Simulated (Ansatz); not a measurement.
Consider the substitution at a C–N bond: `CNCNC` + `FCS` → `CSCF` + `CNCN`.

Gas-phase electronic energies from Ansatz, PBE0-D4/def2-TZVP geometries. CCSD(T)/CBS is the MP2 limit (def2-TZVPP, def2-QZVPP) plus CCSD(T) − MP2 in def2-TZVPP, frozen cores. DFT in def2-TZVPP. B3LYP here is the variant with VWN-RPA as its local correlation; programs differ in this. One conformer a species, not always the lowest.

```csv
level,ΔE (kJ/mol),difference from CCSD(T)/CBS
PBE0-D4,-31.6,0.4
B2PLYP,-30.7,1.3
PBE,-33.2,-1.2
B3LYP,-30.0,2.0
MP2/def2-TZVPP,-31.8,0.2
SCS-MP2/def2-TZVPP,-29.3,2.7
MP2/def2-QZVPP,-34.0,-2.0
HF/CBS(def2),-25.0,7.0
MP2/CBS(def2),-35.6,-3.6
CCSD/CBS(def2),-30.8,1.2
CCSD(T)/CBS,-32.0,0
```

Largest T1 diagnostic among the species: 0.011.

In def2-TZVPP, CCSD(T) changes the Hartree–Fock value by −3.4 kJ/mol (the triples alone add −1.2 kJ/mol) and MP2 by −7.0 kJ/mol.
